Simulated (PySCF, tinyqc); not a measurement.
Worked calculation: RKS/PBE in the sto-6g basis, for BH, spin multiplicity 1. The lowest restricted solution is unstable here: a spin-polarised one lies 0.0000 hartree lower (PySCF). Computed by tinyqc, a small Python program that keeps every step (integrals from PySCF). Settings: charge = 0, multiplicity = 1, basis = sto-6g, energy threshold = 1e-08, iteration cap = 57, orthogonalisation = symmetric, start = core, DIIS depth = 8, method = RKS, functional = pbe,pbe, grid = [15, 86]. Command: `OMP_NUM_THREADS=1 python tinyqc.py 27855 27856 out.jsonl` (the two numbers bound the seeds that draw the settings). One thread of a shared host (Intel(R) Xeon(R) Processor @ 2.60GHz), about 1 s of CPU time with the checks. Later iterations appear only in the table of the cycle.

## One-electron integrals

Geometry (angstrom):

| atom | x | y | z |
|---|---|---|---|
| B | 0.0000 | 0.0000 | 0.0000 |
| H | 0.0000 | 0.0000 | 2.4110 |

Basis sto-6g: exponents (1/bohr^2) and contraction coefficients of normalised primitives:

| element | l (shell) | exponent | coefficient |
|---|---|---|---|
| B | s (1) | 506.0111 | 0.0092 |
| B | s (1) | 92.7768 | 0.0494 |
| B | s (1) | 25.9557 | 0.1685 |
| B | s (1) | 8.9164 | 0.3706 |
| B | s (1) | 3.4625 | 0.4165 |
| B | s (1) | 1.4261 | 0.1303 |
| B | s (2) | 23.1946 | -0.0133 |
| B | s (2) | 4.5908 | -0.0470 |
| B | s (2) | 1.4268 | -0.0338 |
| B | s (2) | 0.5489 | 0.2502 |
| B | s (2) | 0.2384 | 0.5951 |
| B | s (2) | 0.1093 | 0.2407 |
| B | p (3) | 23.1946 | 0.0038 |
| B | p (3) | 4.5908 | 0.0377 |
| B | p (3) | 1.4268 | 0.1739 |
| B | p (3) | 0.5489 | 0.4180 |
| B | p (3) | 0.2384 | 0.4259 |
| B | p (3) | 0.1093 | 0.1017 |
| H | s (1) | 35.5232 | 0.0092 |
| H | s (1) | 6.5131 | 0.0494 |
| H | s (1) | 1.8221 | 0.1685 |
| H | s (1) | 0.6260 | 0.3706 |
| H | s (1) | 0.2431 | 0.4165 |
| H | s (1) | 0.1001 | 0.1303 |

Overlap, kinetic and nuclear-attraction integrals over the contracted functions; the nuclear repulsion is the sum of Za Zb / Rab.

nuclear repulsion = 1.097423 hartree

overlap S, lower triangle:
```
         1B 1s   1B 2s  1B 2px  1B 2py  1B 2pz   2H 1s
1B 1s   1.0000
1B 2s   0.2649  1.0000
1B 2px  0.0000  0.0000  1.0000
1B 2py  0.0000  0.0000  0.0000  1.0000
1B 2pz  0.0000  0.0000  0.0000  0.0000  1.0000
2H 1s   0.0042  0.0865  0.0000  0.0000  0.1135  1.0000
```

kinetic energy T (hartree), lower triangle:
```
          1B 1s    1B 2s  1B 2px  1B 2py   1B 2pz   2H 1s
1B 1s   10.9472
1B 2s   -0.3339   0.3745
1B 2px   0.0000   0.0000  1.1250
1B 2py   0.0000   0.0000  0.0000  1.1250
1B 2pz   0.0000   0.0000  0.0000  0.0000   1.1250
2H 1s   -0.0020  -0.0124  0.0000  0.0000  -0.0058  0.7685
```

nuclear attraction V (hartree), lower triangle:
```
           1B 1s    1B 2s   1B 2px   1B 2py   1B 2pz    2H 1s
1B 1s   -23.6112
1B 2s    -2.8023  -3.9696
1B 2px    0.0000   0.0000  -3.9624
1B 2py    0.0000   0.0000   0.0000  -3.9624
1B 2pz   -0.0048  -0.0463   0.0000   0.0000  -3.9834
2H 1s    -0.0478  -0.2193   0.0000   0.0000  -0.2689  -2.3369
```

core Hamiltonian H = T + V (hartree), lower triangle:
```
           1B 1s    1B 2s   1B 2px   1B 2py   1B 2pz    2H 1s
1B 1s   -12.6640
1B 2s    -3.1362  -3.5951
1B 2px    0.0000   0.0000  -2.8374
1B 2py    0.0000   0.0000   0.0000  -2.8374
1B 2pz   -0.0048  -0.0463   0.0000   0.0000  -2.8584
2H 1s    -0.0499  -0.2316   0.0000   0.0000  -0.2748  -1.5684
```

## Two-electron integrals

Functions are numbered as in S; the eight-fold symmetry (ij|kl) = (ji|kl) = (kl|ij) leaves the list below.

Two-electron integrals (ij|kl) in chemists' order, unique and non-zero (hartree):
```
(11|11) 2.9250     (21|11) 0.4808     (21|21) 0.0995     (22|11) 0.7434
(22|21) 0.1890     (22|22) 0.5449     (31|31) 0.0211     (32|31) 0.0309
(32|32) 0.1204     (33|11) 0.7434     (33|21) 0.1890     (33|22) 0.5449
(33|33) 0.5871     (41|41) 0.0211     (42|41) 0.0309     (42|42) 0.1204
(43|43) 0.0316     (44|11) 0.7434     (44|21) 0.1890     (44|22) 0.5449
(44|33) 0.5238     (44|44) 0.5871     (51|51) 0.0211     (52|51) 0.0309
(52|52) 0.1204     (53|53) 0.0316     (54|54) 0.0316     (55|11) 0.7434
(55|21) 0.1890     (55|22) 0.5449     (55|33) 0.5238     (55|44) 0.5238
(55|55) 0.5871     (61|11) 0.0077     (61|21) 0.0016     (61|22) 0.0030
(61|33) 0.0029     (61|44) 0.0029     (61|51) 1.23e-04   (61|52) 2.41e-04
(61|55) 0.0030     (61|61) 2.51e-05   (62|11) 0.0350     (62|21) 0.0092
(62|22) 0.0313     (62|33) 0.0304     (62|44) 0.0304     (62|51) 0.0010
(62|52) 0.0070     (62|55) 0.0332     (62|61) 1.54e-04   (62|62) 0.0035
(63|31) 0.0007     (63|32) 0.0036     (63|53) 0.0011     (63|63) 2.48e-04
(64|41) 0.0007     (64|42) 0.0036     (64|54) 0.0011     (64|64) 2.48e-04
(65|11) 0.0406     (65|21) 0.0107     (65|22) 0.0381     (65|33) 0.0365
(65|44) 0.0365     (65|51) 0.0016     (65|52) 0.0109     (65|55) 0.0414
(65|61) 1.84e-04   (65|62) 0.0049     (65|65) 0.0069     (66|11) 0.2195
(66|21) 0.0581     (66|22) 0.2191     (66|33) 0.2124     (66|44) 0.2124
(66|51) 0.0048     (66|52) 0.0458     (66|55) 0.2326     (66|61) 0.0010
(66|62) 0.0379     (66|65) 0.0559     (66|66) 0.7750
```

## Orthogonalisation

S = U s U^T; symmetric (Loewdin) form X = U s^(-1/2) U^T, so that X^T S X = 1.

eigenvalues of S: 0.7201  0.8917  1.0000  1.0000  1.1055  1.2827

X, lower triangle:
```
          1B 1s    1B 2s  1B 2px  1B 2py   1B 2pz   2H 1s
1B 1s    1.0278
1B 2s   -0.1391   1.0308
1B 2px   0.0000   0.0000  1.0000
1B 2py   0.0000   0.0000  0.0000  1.0000
1B 2pz  -0.0007   0.0039  0.0000  0.0000   1.0049
2H 1s    0.0070  -0.0454  0.0000  0.0000  -0.0575  1.0079
```

## Starting guess

The start is the orbitals of the core Hamiltonian; D = 2 C_occ C_occ^T.

D at the start, lower triangle:
```
          1B 1s    1B 2s  1B 2px  1B 2py   1B 2pz   2H 1s
1B 1s    2.1515
1B 2s   -0.5722   2.1607
1B 2px   0.0000   0.0000  0.0000
1B 2py   0.0000   0.0000  0.0000  0.0000
1B 2pz  -0.0030   0.0123  0.0000  0.0000   2.0154
2H 1s    0.0188  -0.0642  0.0000  0.0000  -0.0826  0.0053
```

## Iteration 1: exchange-correlation on the grid

Becke grid with 15 radial and 86 angular points per atom, points of zero weight dropped. rho = sum D_ij phi_i phi_j; V_xc,ij = sum w v_xc phi_i phi_j plus the gradient terms; v_xc is d(rho eps)/d rho at fixed gradient.

The 12 grid points with the largest w rho, of 2574 (bohr, atomic units):

| x | y | z | w | rho | \|grad rho\|^2 | eps_xc | v_xc |
|---|---|---|---|---|---|---|---|
| 0.0000 | 0.0000 | 1.3000 | 0.1276 | 0.2244 | 0.1056 | -0.5103 | -0.6590 |
| 0.0000 | 0.0000 | -1.3000 | 0.1278 | 0.2231 | 0.1032 | -0.5093 | -0.6579 |
| 0.0000 | 0.0000 | -1.8997 | 0.3576 | 0.0795 | 0.0236 | -0.3780 | -0.4606 |
| 0.0000 | 0.0000 | 1.8997 | 0.3417 | 0.0791 | 0.0242 | -0.3780 | -0.4590 |
| 0.0000 | 0.4865 | 1.2055 | 0.1306 | 0.2012 | 0.0921 | -0.4938 | -0.6354 |
| -0.4865 | 0.0000 | 1.2055 | 0.1306 | 0.2012 | 0.0921 | -0.4938 | -0.6354 |
| 0.4865 | 0.0000 | 1.2055 | 0.1306 | 0.2012 | 0.0921 | -0.4938 | -0.6354 |
| 0.0000 | -0.4865 | 1.2055 | 0.1306 | 0.2012 | 0.0921 | -0.4938 | -0.6354 |
| 0.0000 | -0.4865 | -1.2055 | 0.1308 | 0.1998 | 0.0902 | -0.4928 | -0.6342 |
| 0.4865 | 0.0000 | -1.2055 | 0.1308 | 0.1998 | 0.0902 | -0.4928 | -0.6342 |
| -0.4865 | 0.0000 | -1.2055 | 0.1308 | 0.1998 | 0.0902 | -0.4928 | -0.6342 |
| 0.0000 | 0.4865 | -1.2055 | 0.1308 | 0.1998 | 0.0902 | -0.4928 | -0.6342 |

electrons on the grid, sum of w rho = 6.0014

E_xc = sum of w rho eps_xc = -4.545358 hartree

V_xc (hartree), lower triangle:
```
          1B 1s    1B 2s   1B 2px   1B 2py   1B 2pz    2H 1s
1B 1s   -1.9034
1B 2s   -0.2619  -0.4601
1B 2px   0.0000   0.0000  -0.4314
1B 2py   0.0000   0.0000   0.0000  -0.4314
1B 2pz  -0.0001  -0.0002   0.0000   0.0000  -0.5177
2H 1s   -0.0044  -0.0215   0.0000   0.0000  -0.0252  -0.0865
```

## Iteration 1: building the Kohn-Sham matrix

J_ij = sum D_kl (ij|kl); F = H + J + V_xc; E = tr D H + tr D J / 2 + E_xc + E_nn.

Coulomb J (hartree), lower triangle:
```
         1B 1s   1B 2s  1B 2px  1B 2py  1B 2pz   2H 1s
1B 1s   8.8379
1B 2s   1.7071  3.6499
1B 2px  0.0000  0.0000  3.6077
1B 2py  0.0000  0.0000  0.0000  3.6077
1B 2pz  0.0003  0.0003  0.0000  0.0000  3.7342
2H 1s   0.0271  0.1985  0.0000  0.0000  0.2397  1.3391
```

Kohn-Sham matrix F (hartree), lower triangle:
```
          1B 1s    1B 2s  1B 2px  1B 2py   1B 2pz    2H 1s
1B 1s   -5.7295
1B 2s   -1.6911  -0.4054
1B 2px   0.0000   0.0000  0.3390
1B 2py   0.0000   0.0000  0.0000  0.3390
1B 2pz  -0.0046  -0.0462  0.0000  0.0000   0.3581
2H 1s   -0.0271  -0.0546  0.0000  0.0000  -0.0603  -0.3158
```

total energy of this density = -24.362138 hartree

## Iteration 1: diagonalisation and new density

Diagonalise F' = X^T F X, C = X C', fill 3 alpha and 3 beta electrons from the bottom; D = 2 C_occ C_occ^T. Each column has its largest component positive (the first on a tie).

F' = X^T F X (hartree), lower triangle:
```
         1        2       3       4        5        6
1  -5.5775
2  -0.9463  -0.0528
3   0.0000   0.0000  0.3390
4   0.0000   0.0000  0.0000  0.3390
5  -0.0003  -0.0409  0.0000  0.0000   0.3672
6   0.0142  -0.0346  0.0000  0.0000  -0.0619  -0.3083
```

orbital energies (hartree): MO1 -5.7351, MO2 -0.3177, MO3 0.1036, MO4 0.3390, MO5 0.3390, MO6 0.3778

coefficients C:
```
            MO1      MO2      MO3     MO4      MO5      MO6
1B 1s    0.9910  -0.0207  -0.3030  0.0000   0.0000   0.0388
1B 2s    0.0322   0.0538   1.0308  0.0000   0.0000  -0.1326
1B 2px   0.0000   0.0000   0.0000  0.3259   0.9454   0.0000
1B 2py   0.0000   0.0000   0.0000  0.9454  -0.3259   0.0000
1B 2pz   0.0012   0.0390   0.1364  0.0000   0.0000   0.9965
2H 1s   -0.0022   0.9889  -0.1597  0.0000   0.0000  -0.1332
```

D after iteration 1, lower triangle:
```
          1B 1s    1B 2s  1B 2px  1B 2py  1B 2pz   2H 1s
1B 1s    2.1487
1B 2s   -0.5633   2.1330
1B 2px   0.0000   0.0000  0.0000
1B 2py   0.0000   0.0000  0.0000  0.0000
1B 2pz  -0.0819   0.2856  0.0000  0.0000  0.0403
2H 1s    0.0515  -0.2229  0.0000  0.0000  0.0336  2.0069
```

Within a degenerate level the vectors are fixed only up to a rotation; this is one choice.

## Iteration 2: exchange-correlation on the grid

As before.

The 12 grid points with the largest w rho, of 2574 (bohr, atomic units):

| x | y | z | w | rho | \|grad rho\|^2 | eps_xc | v_xc |
|---|---|---|---|---|---|---|---|
| 0.0000 | 0.0000 | 1.8997 | 0.3417 | 0.0322 | 0.0033 | -0.2900 | -0.3434 |
| 0.0000 | 0.0000 | 1.3000 | 0.1276 | 0.0863 | 0.0137 | -0.3813 | -0.4867 |
| 0.0000 | 0.7109 | 1.7616 | 0.3559 | 0.0309 | 0.0033 | -0.2880 | -0.3359 |
| -0.7109 | 0.0000 | 1.7616 | 0.3559 | 0.0309 | 0.0033 | -0.2880 | -0.3359 |
| 0.7109 | 0.0000 | 1.7616 | 0.3559 | 0.0309 | 0.0033 | -0.2880 | -0.3359 |
| 0.0000 | -0.7109 | 1.7616 | 0.3559 | 0.0309 | 0.0033 | -0.2880 | -0.3359 |
| 0.0000 | 0.4865 | 1.2055 | 0.1306 | 0.0839 | 0.0131 | -0.3781 | -0.4822 |
| -0.4865 | 0.0000 | 1.2055 | 0.1306 | 0.0839 | 0.0131 | -0.3781 | -0.4822 |
| 0.4865 | 0.0000 | 1.2055 | 0.1306 | 0.0839 | 0.0131 | -0.3781 | -0.4822 |
| 0.0000 | -0.4865 | 1.2055 | 0.1306 | 0.0839 | 0.0131 | -0.3781 | -0.4822 |
| 0.1673 | -0.1673 | -0.1673 | 0.0023 | 4.4643 | 1848.9613 | -1.4296 | -1.5401 |
| 0.1673 | 0.1673 | -0.1673 | 0.0023 | 4.4643 | 1848.9613 | -1.4296 | -1.5401 |

electrons on the grid, sum of w rho = 6.0012

E_xc = sum of w rho eps_xc = -4.431397 hartree

V_xc (hartree), lower triangle:
```
          1B 1s    1B 2s   1B 2px   1B 2py   1B 2pz    2H 1s
1B 1s   -1.8888
1B 2s   -0.2494  -0.3905
1B 2px   0.0000   0.0000  -0.3903
1B 2py   0.0000   0.0000   0.0000  -0.3903
1B 2pz  -0.0026  -0.0308   0.0000   0.0000  -0.3908
2H 1s   -0.0042  -0.0280   0.0000   0.0000  -0.0373  -0.5160
```

## Iteration 2: building the Kohn-Sham matrix

As before.

Coulomb J (hartree), lower triangle:
```
         1B 1s   1B 2s  1B 2px  1B 2py  1B 2pz   2H 1s
1B 1s   7.7876
1B 2s   1.4451  2.9975
1B 2px  0.0000  0.0000  2.9834
1B 2py  0.0000  0.0000  0.0000  2.9834
1B 2pz  0.0234  0.1532  0.0000  0.0000  3.0258
2H 1s   0.0232  0.2118  0.0000  0.0000  0.2747  2.4505
```

Kohn-Sham matrix F (hartree), lower triangle:
```
          1B 1s    1B 2s   1B 2px   1B 2py   1B 2pz   2H 1s
1B 1s   -6.7652
1B 2s   -1.9405  -0.9880
1B 2px   0.0000   0.0000  -0.2443
1B 2py   0.0000   0.0000   0.0000  -0.2443
1B 2pz   0.0160   0.0762   0.0000   0.0000  -0.2235
2H 1s   -0.0309  -0.0478   0.0000   0.0000  -0.0374  0.3662
```

total energy of this density = -24.615006 hartree

## Iteration 2: DIIS over 2 matrices

error matrix X^T (FDS - SDF) X:
```
         1        2       3       4        5        6
1   0.0000   0.0049  0.0000  0.0000  -0.0013  -0.0038
2  -0.0049   0.0000  0.0000  0.0000  -0.2230   0.0433
3   0.0000   0.0000  0.0000  0.0000   0.0000   0.0000
4   0.0000   0.0000  0.0000  0.0000   0.0000   0.0000
5   0.0013   0.2230  0.0000  0.0000   0.0000  -0.1840
6   0.0038  -0.0433  0.0000  0.0000   0.1840   0.0000
```

B (overlaps of the stored error matrices):
```
                1               2
1   5.6888485e-02  -4.6429369e-02
2  -4.6429369e-02   1.7092957e-01
```

Minimise |sum c_i e_i|^2 with sum c_i = 1: solve [B -1; -1 0][c; lambda] = [0; -1] with B_ij = tr e_i^T e_j, and take F = sum c_i F_i.

DIIS coefficients: 0.6778  0.3222

extrapolated F (hartree), lower triangle:
```
          1B 1s    1B 2s  1B 2px  1B 2py   1B 2pz    2H 1s
1B 1s   -6.0632
1B 2s   -1.7714  -0.5931
1B 2px   0.0000   0.0000  0.1510
1B 2py   0.0000   0.0000  0.0000  0.1510
1B 2pz   0.0021  -0.0068  0.0000  0.0000   0.1707
2H 1s   -0.0283  -0.0524  0.0000  0.0000  -0.0529  -0.0961
```

## Iteration 2: diagonalisation and new density

As before.

F' = X^T F X (hartree), lower triangle:
```
         1        2       3       4        5        6
1  -5.9107
2  -0.9583  -0.2351
3   0.0000   0.0000  0.1510
4   0.0000   0.0000  0.0000  0.1510
5   0.0012  -0.0023  0.0000  0.0000   0.1782
6   0.0144  -0.0364  0.0000  0.0000  -0.0580  -0.0869
```

orbital energies (hartree): MO1 -6.0681, MO2 -0.1278, MO3 -0.0491, MO4 0.1510, MO5 0.1510, MO6 0.1904

coefficients C:
```
            MO1      MO2      MO3      MO4     MO5      MO6
1B 1s    0.9917  -0.1772  -0.2470   0.0000  0.0000  -0.0085
1B 2s    0.0299   0.5932   0.8544   0.0000  0.0000   0.0346
1B 2px   0.0000   0.0000   0.0000  -0.0258  0.9997   0.0000
1B 2py   0.0000   0.0000   0.0000   0.9997  0.0258   0.0000
1B 2pz  -0.0001   0.1114  -0.1051   0.0000  0.0000   0.9948
2H 1s   -0.0019   0.7516  -0.6208   0.0000  0.0000  -0.2663
```

D after iteration 2, lower triangle:
```
          1B 1s    1B 2s  1B 2px  1B 2py  1B 2pz   2H 1s
1B 1s    2.1516
1B 2s   -0.5730   2.1658
1B 2px   0.0000   0.0000  0.0000
1B 2py   0.0000   0.0000  0.0000  0.0000
1B 2pz   0.0122  -0.0475  0.0000  0.0000  0.0469
2H 1s    0.0366  -0.1692  0.0000  0.0000  0.2980  1.9006
```

Within a degenerate level the vectors are fixed only up to a rotation; this is one choice.

## Iteration 35 (converged): orbitals

converged F (hartree), lower triangle:
```
          1B 1s    1B 2s   1B 2px   1B 2py   1B 2pz    2H 1s
1B 1s   -6.3753
1B 2s   -1.8463  -0.7695
1B 2px   0.0000   0.0000  -0.0222
1B 2py   0.0000   0.0000   0.0000  -0.0222
1B 2pz  -0.0037  -0.0065   0.0000   0.0000  -0.0119
2H 1s   -0.0295  -0.0558   0.0000   0.0000  -0.0549  -0.0398
```

As before.

F' = X^T F X (hartree), lower triangle:
```
         1        2        3        4        5        6
1  -6.2224
2  -0.9692  -0.4067
3   0.0000   0.0000  -0.0222
4   0.0000   0.0000   0.0000  -0.0222
5  -0.0047  -0.0021   0.0000   0.0000  -0.0058
6   0.0145  -0.0348   0.0000   0.0000  -0.0528  -0.0301
```

orbital energies (hartree): MO1 -6.3797, MO2 -0.2558, MO3 -0.0675, MO4 -0.0222, MO5 -0.0222, MO6 0.0379

coefficients C:
```
            MO1      MO2      MO3     MO4      MO5      MO6
1B 1s    0.9923  -0.2960   0.0526  0.0000   0.0000  -0.0299
1B 2s    0.0278   1.0163  -0.1943  0.0000   0.0000   0.1128
1B 2px   0.0000   0.0000   0.0000  0.9987  -0.0505   0.0000
1B 2py   0.0000   0.0000   0.0000  0.0505   0.9987   0.0000
1B 2pz   0.0008   0.0355   0.5999  0.0000   0.0000   0.8075
2H 1s   -0.0018   0.1235   0.7280  0.0000   0.0000  -0.6898
```

D after iteration 35, lower triangle:
```
          1B 1s    1B 2s  1B 2px  1B 2py  1B 2pz   2H 1s
1B 1s    2.1500
1B 2s   -0.5668   2.1427
1B 2px   0.0000   0.0000  0.0000
1B 2py   0.0000   0.0000  0.0000  0.0000
1B 2pz   0.0437  -0.1609  0.0000  0.0000  0.7222
2H 1s   -0.0001  -0.0320  0.0000  0.0000  0.8823  1.0906
```

Within a degenerate level the vectors are fixed only up to a rotation; this is one choice.

## Convergence

Stop when the energy changes by less than 1e-08 hartree and every element of the error matrix X^T (F D S - S D F) X is below 3e-05.

Course of the cycle:

| iteration | E (hartree) | change | largest element of the error matrix |
|---|---|---|---|
| 1 | -24.362138 | - | 1.45e-01 |
| 2 | -24.615006 | -2.53e-01 | 2.23e-01 |
| 3 | -24.727690 | -1.13e-01 | 3.08e-01 |
| 4 | -24.676900 | 5.08e-02 | 2.67e-01 |
| 5 | -24.791477 | -1.15e-01 | 3.47e-01 |
| 6 | -24.298859 | 4.93e-01 | 2.07e-01 |
| 7 | -23.997564 | 3.01e-01 | 3.78e-01 |
| 8 | -23.993856 | 3.71e-03 | 3.76e-01 |
| 9 | -23.992714 | 1.14e-03 | 3.76e-01 |
| 10 | -24.586385 | -5.94e-01 | 2.40e-01 |
| 11 | -24.370976 | 2.15e-01 | 1.90e-01 |
| 12 | -24.339822 | 3.12e-02 | 1.30e-01 |
| 13 | -24.362041 | -2.22e-02 | 1.73e-01 |
| 14 | -24.229559 | 1.32e-01 | 1.96e-01 |
| ... | ... | ... | ... |
| 22 | -24.428155 | -2.17e-01 | 3.80e-01 |
| 23 | -24.381288 | 4.69e-02 | 2.12e-01 |
| 24 | -24.972724 | -5.91e-01 | 5.97e-02 |
| 25 | -24.703216 | 2.70e-01 | 2.75e-01 |
| 26 | -24.914677 | -2.11e-01 | 2.54e-01 |
| 27 | -24.752123 | 1.63e-01 | 3.36e-01 |
| 28 | -24.964584 | -2.12e-01 | 1.33e-01 |
| 29 | -24.886120 | 7.85e-02 | 3.64e-01 |
| 30 | -24.975035 | -8.89e-02 | 3.01e-02 |
| 31 | -24.975343 | -3.07e-04 | 2.01e-02 |
| 32 | -24.975453 | -1.10e-04 | 1.50e-02 |
| 33 | -24.975593 | -1.40e-04 | 1.60e-03 |
| 34 | -24.975595 | -1.61e-06 | 4.52e-05 |
| 35 | -24.975595 | -9.41e-10 | 2.32e-05 |

PySCF RKS in the same basis, fine grid = -24.971299 hartree

Converged in 35 iterations. The coarse grid moves the energy by -4.30e-03 hartree.

## Populations, bond orders and dipole

Mulliken: Z minus the diagonal of D S on the atom; Loewdin: the same with S^(1/2) D S^(1/2); Mayer order: 2 sum_s sum (D(s) S)_ij (D(s) S)_ji over the two atoms.

Charges (e):

| atom | Mulliken | Loewdin |
|---|---|---|
| 1B | 0.1880 | 0.1880 |
| 2H | -0.1880 | -0.1880 |

Mayer bond orders:

| pair | order |
|---|---|
| 2-1 | 0.9647 |

dipole moment about the origin, x y z (debye): 0.0000  0.0000  -1.7439
